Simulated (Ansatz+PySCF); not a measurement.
Two shapes of doublet PH₃(+).

Shape 1:

```xyz
4

P     0.2837    0.0000    0.0000
H    -0.0946    0.0097    1.3510
H    -0.0946   -1.1748   -0.6671
H    -0.0946    1.1651   -0.6838
```

Shape 2:

```xyz
4

P     0.2939    0.0000    0.0000
H    -0.0979    0.0100    1.3991
H    -0.0979   -1.2167   -0.6909
H    -0.0979    1.2067   -0.7082
```

Basis set: cc-pVTZ on H; cc-pV(T+d)Z on P (spherical functions). Left uncorrelated: 5 orbitals. Correlation on ROHF uses semicanonical orbitals with singles. Charge 1, multiplicity 2.

Computed with Ansatz (development build ahead of 0.2.0) and PySCF 2.14.0; each method stands on the lowest determinant of its kind that the runs found.

Which shape is lower in energy, and by how much in each method?

```json
{"method": "ROHF", "E(2) − E(1) (eV)": "0.138"}
{"method": "UHF", "E(2) − E(1) (eV)": "0.138"}
{"method": "ROHF-MP2", "E(2) − E(1) (eV)": "0.116"}
{"method": "UHF-MP2", "E(2) − E(1) (eV)": "0.116"}
{"method": "UHF-CCSD(T)", "E(2) − E(1) (eV)": "0.094"}
```

Shape 1 is lower.
